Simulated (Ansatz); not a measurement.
Process, species as SMILES: [SiH4] (SiH4) → 4 H atom + Si atom
B3LYP-D3(BJ)/def2-TZVP geometries, fixed; electronic energies without zero-point terms.

Basis-set convergence of the atomisation energy at PBE0 with Ansatz (a program for electronic structure). Cartesian d functions, on some or all atoms, in 6-31+G*, 6-311+G**; all else is spherical. The program fits the integrals of some runs and decomposes those of others, by size. Open shells are unrestricted. No added dispersion term, no relativity. Functions are those of the species that has most. Reference: the value in pcseg-4, 315.70 kcal/mol, itself unsure by roughly 0.14 kcal/mol (its mean distance from aug-pcseg-3, aug-cc-pV(Q+d)Z, cc-pV(5+d)Z). Deviations are taken from unrounded values.

```json
[
 {"basis": "6-31+G*", "functions": "31", "atomisation energy (kcal/mol)": "313.94", "minus reference (kcal/mol)": "-1.76"},
 {"basis": "cc-pV(D+d)Z", "functions": "43", "atomisation energy (kcal/mol)": "312.79", "minus reference (kcal/mol)": "-2.91"},
 {"basis": "6-311+G**", "functions": "55", "atomisation energy (kcal/mol)": "312.74", "minus reference (kcal/mol)": "-2.96"},
 {"basis": "aug-pcseg-1", "functions": "63", "atomisation energy (kcal/mol)": "313.32", "minus reference (kcal/mol)": "-2.38"},
 {"basis": "6-311++G(2d,2p)", "functions": "75", "atomisation energy (kcal/mol)": "314.06", "minus reference (kcal/mol)": "-1.64"},
 {"basis": "cc-pV(T+d)Z", "functions": "95", "atomisation energy (kcal/mol)": "315.53", "minus reference (kcal/mol)": "-0.17"},
 {"basis": "6-311++G(3df,3pd)", "functions": "119", "atomisation energy (kcal/mol)": "315.21", "minus reference (kcal/mol)": "-0.49"},
 {"basis": "aug-pcseg-2", "functions": "142", "atomisation energy (kcal/mol)": "315.34", "minus reference (kcal/mol)": "-0.36"},
 {"basis": "cc-pV(Q+d)Z", "functions": "184", "atomisation energy (kcal/mol)": "315.98", "minus reference (kcal/mol)": "0.29"},
 {"basis": "aug-pcseg-3", "functions": "285", "atomisation energy (kcal/mol)": "315.65", "minus reference (kcal/mol)": "-0.05"},
 {"basis": "cc-pV(5+d)Z", "functions": "320", "atomisation energy (kcal/mol)": "315.81", "minus reference (kcal/mol)": "0.11"}
]
```

The smallest set listed that lies within 1 kcal/mol of the reference with all its larger relatives (same family, alike in diffuse functions; a set with none counts only in the reference's own line) is cc-pV(T+d)Z (95 functions, -0.17 kcal/mol off). Inside, with no larger relative to test it: 6-311++G(3df,3pd).
